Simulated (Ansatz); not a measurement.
Gas-phase reaction in SMILES: OCl (HOCl) -> [OH] (HO) + Cl atom (the Cl-O bond breaks)

Quantity: bond dissociation energy (electronic), in kcal/mol. Set-up: 6-311+G** with 5d, 6d on Na to Ar in Ansatz (a quantum-chemistry and plane-wave program); non-relativistic; dispersion terms only where a functional's name holds one; UHF or UKS for open shells; LANL2DZ with its own core potentials from Na on; six Cartesian d functions in 6-31G* and its kin unless marked 5d; frozen cores in correlated levels; spin-orbit terms left out. Basis-set limits of correlation are two-point, X^-3; Hartree-Fock from the larger set. Ab initio and DFT rows: single points at B3LYP-D3(BJ) geometries (Ansatz).

Coupled cluster (Ansatz) is a level with limits of its own, used here on species with T1 under 0.025 (0.045 for open shells) and stable references: CCSD(T)/CBS(aug-cc-pV(T+d)Z,aug-cc-pV(Q+d)Z).

Value to compare with, CCSD(T)/CBS(aug-cc-pV(T+d)Z,aug-cc-pV(Q+d)Z) (Ansatz): 58.7 kcal/mol.

| level | program | bond dissociation energy (electronic) (kcal/mol) | difference |
|---|---|---|---|
| B3LYP/STO-3G | Ansatz | 61.1 | 2.4 |
| B3LYP/3-21G | Ansatz | 43.7 | -15.0 |
| B3LYP/LANL2DZ | Ansatz | 33.2 | -25.5 |
| B3LYP/6-31G | Ansatz | 35.2 | -23.5 |
| B3LYP/6-31G* | Ansatz | 52.4 | -6.3 |
| B3LYP/6-31+G* | Ansatz | 50.3 | -8.4 |
| B3LYP/6-31G** | Ansatz | 52.6 | -6.1 |
| B3LYP/def2-SVP | Ansatz | 53.3 | -5.4 |
| B3LYP/cc-pVDZ | Ansatz | 52.1 | -6.6 |
| B3LYP/6-311+G** | Ansatz | 48.6 | -10.1 |
| B3LYP/def2-TZVPD | Ansatz | 54.5 | -4.2 |

Among the 10 habitual levels, B3LYP/LANL2DZ lies farthest from CCSD(T)/CBS(aug-cc-pV(T+d)Z,aug-cc-pV(Q+d)Z) (Ansatz) (-25.5 kcal/mol) and B3LYP/STO-3G nearest (2.4); 1 of 10 lie above it, and their mean absolute difference is 10.9 kcal/mol, the median 7.5. One case shows no general order.

The sets are all those run for this method; runs whose electronic state is in doubt are left out.
